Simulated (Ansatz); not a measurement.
**CHB (triplet): wave-function methods side by side at scale of all distances = 1.000, 6-31G**

How much of the correlation energy of CHB (triplet) does each wave-function method recover here?

The runs use Ansatz 0.2.0, Gaussian basis; 6-31G, core rule «outside noble gas», up to 2 orbitals frozen.

Plan: UHF; CCSD(T) on ROHF; CCSD(T) on UHF; BCCD(T) on ROHF; CISD; CCSDT(Q) on ROHF; CCSDT(Q) on UHF; CISDTQ; CCSDTQ on ROHF; CCSDTQ on UHF; CASSCF and MRCISD+Q, 4 electrons in 4 orbitals; CASSCF and NEVPT2, 4 electrons in 4 orbitals; CASSCF and MRCISD+Q, 8 electrons in 9 orbitals; CASSCF and NEVPT2, 8 electrons in 9 orbitals; Full CI.

14 further runs of the same task are left out: 13 that didn't finish, 1 set aside as unsound or not needed.

**1. The geometry**

The geometry derives from a PBE0/def2-TZVP stationary point (not a proven minimum). All distances are scaled together.

3 atoms, charge 0, spin multiplicity 3.

Atoms are counted from 1 here; the program's logs count them from 0.

Bond lengths: B1–C2 1.449 Å, B1–H3 1.179 Å. Angles: C2–B1–H3 180.0°.

**2. UHF**

Contents of in.yaml:

```yaml
crystal:
  periodic: [false, false, false]
  atoms:
    - {symbol: B, position_ang: [0.000000, 0.000000, 0.090069]}
    - {symbol: C, position_ang: [0.000000, 0.000000, -1.358850]}
    - {symbol: H, position_ang: [0.000000, 0.000000, 1.268781]}
basis:
  gaussian: {orbitals: 6-31G}
magnetization: {spin_polarized: true, initial_magnetization: 2}
hamiltonian: {xc: hf}
output: {orbitals: {seedname: orbitals}}
```

Run with:

```console
> ansatz run in.yaml --threads 1 --pin off --events-out ev --progress --plain --max-ram 2393MiB
```

Further steps of the session: CCSD(T) on ROHF; CCSD(T) on UHF; BCCD(T) on ROHF; CISD; CCSDT(Q) on ROHF; CCSDT(Q) on UHF; CISDTQ; CCSDTQ on ROHF; CCSDTQ on UHF; CASSCF and MRCISD+Q, 4 electrons in 4 orbitals; CASSCF and NEVPT2, 4 electrons in 4 orbitals; CASSCF and MRCISD+Q, 8 electrons in 9 orbitals; CASSCF and NEVPT2, 8 electrons in 9 orbitals; Full CI.

Before running them: what should the planned runs give, taken together? Wanted: FCI below the RHF energy; RMP2 from FCI; UMP2 from FCI; RCCSD from FCI; RCCSD(T) from FCI; UCCSD(T) from FCI; RCCSDT(Q) from FCI; UCCSDT(Q) from FCI; NEVPT2 pair from FCI.

**Answer**, as computed:

| quantity | value |
| --- | --- |
| FCI below the RHF energy | -3.4736 eV |
| RMP2 from FCI | +84.5 kJ/mol |
| UMP2 from FCI | +109.9 kJ/mol |
| RCCSD from FCI | +15.3 kJ/mol |
| RCCSD(T) from FCI | +3.9 kJ/mol |
| UCCSD(T) from FCI | +4.6 kJ/mol |
| RCCSDT(Q) from FCI | +0.2 kJ/mol |
| UCCSDT(Q) from FCI | 0.0 kJ/mol |
| NEVPT2 pair from FCI | +68.0 kJ/mol |
| MRCISD+Q pair from FCI | +5.3 kJ/mol |
| NEVPT2 valence from FCI | +27.0 kJ/mol |
| levels within 1 kcal/mol (43 meV) | RCCSD(T), RCCSDT, UCCSDT, CISDTQ, RCCSDT(Q), UCCSDT(Q), RCCSDTQ, UCCSDTQ, MRCISD valence, MRCISD+Q valence |
| T1 diagnostic | 0.039 |
| effectively unpaired electrons | 2.13 |

RCCSD(T) lands +3.9 kJ/mol from the yardstick (1.2 % of the correlation energy). One determinant dominates. Of the multireference levels listed MRCISD+Q valence comes nearest in total energy (+0.9 kJ/mol), which doesn't show that its space is the better one. Coupled cluster took another determinant than the lowest Hartree-Fock one. These misses are within one basis, not against nature; the frozen cores of restricted and unrestricted runs differ, which can shift their rows.
